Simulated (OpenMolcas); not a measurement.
**A ladder of methods for BN (boron nitride)**

BN: 2 atoms, total charge 0, spin state triplet. SMILES: `B#N`. Geometry: relaxed at GFN2-xTB.

```xyz
2

B     0.0000    0.0000    0.0000
N     0.0000    0.0000    1.2684
```

Quantity: the energy change with the B1–N2 bond stretched from 1.268 to 2.302 Å, in eV. The values are calculated.

| level | kind | program | value (eV) | less FCI/STO-3G |
| --- | --- | --- | --- | --- |
| ROHF/STO-3G | Hartree–Fock | OpenMolcas | 3.99 | +0.85 |
| USVWN5/STO-3G | LDA | OpenMolcas | 4.38 | +1.24 |
| UPBE/STO-3G | GGA | OpenMolcas | 3.92 | +0.78 |
| U-r2SCAN/STO-3G | meta-GGA | OpenMolcas | 3.96 | +0.82 |
| UM06-2X/STO-3G | hybrid meta-GGA | OpenMolcas | 3.80 | +0.66 |
| ROCCSD(T)/STO-3G | coupled cluster or CI | OpenMolcas | 3.11 | -0.03 |
| FCI/STO-3G | exact in the basis | OpenMolcas | 3.14 | 0.00 |

FCI/STO-3G is exact within its basis and frozen core, so for wave-function methods in that basis the difference is their error; functionals converge differently with the basis, so for them it is only a difference. The first shape isn't each level's own minimum. The values span 3.11 to 4.38 eV. Spin contamination of the reference (⟨S²⟩ at least 0.1 too high) touches USVWN5/STO-3G, UPBE/STO-3G, U-r2SCAN/STO-3G, UM06-2X/STO-3G. All rows use very small basis sets, so even the best lies far from the true value.
